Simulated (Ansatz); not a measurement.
# AlOS: the cost of one run

Program: Ansatz 0.2.0, Gaussian basis. Level of theory: def2-TZVPP, core rule «outside noble gas», up to 11 orbitals frozen. These are calculated values, not measurements.

To be run: UHF; ROHF; CCSD(T) on UHF.

2 further runs of the same task are left out: 2 set aside as unsound or not needed.

## 1. What is computed

The geometry is a PBE0/def2-TZVP stationary point (not a proven minimum) of the parent state, kept for this charge and spin.

3 atoms, charge 0, spin multiplicity 4.

Atoms are counted from 1 here; the program's logs count them from 0.

Bond lengths: Al1–O2 1.721 Å, O2–S3 1.597 Å. Angles: Al1–O2–S3 180.0°.

## 2. UHF

Input file in.yaml:

```yaml
crystal:
  periodic: [false, false, false]
  atoms:
    - {symbol: Al, position_ang: [0.000000, 0.000000, 1.679600]}
    - {symbol: O, position_ang: [0.000000, 0.000000, -0.041100]}
    - {symbol: S, position_ang: [0.000000, 0.000000, -1.638500]}
basis:
  gaussian: {orbitals: def2-TZVPP}
magnetization: {spin_polarized: true, initial_magnetization: 3}
hamiltonian: {xc: hf}
output: {orbitals: {seedname: orbitals}}
```

Launch:

```console
$ ansatz run in.yaml --threads 1 --pin off --events-out ev --progress --plain --max-ram 4096MiB --backend cpu
```

**Question.** How long does this run take on 1 thread of AMD EPYC 7R13, shared host, and how much memory does it need?

About 17 s, with a peak of 0.33 GiB.
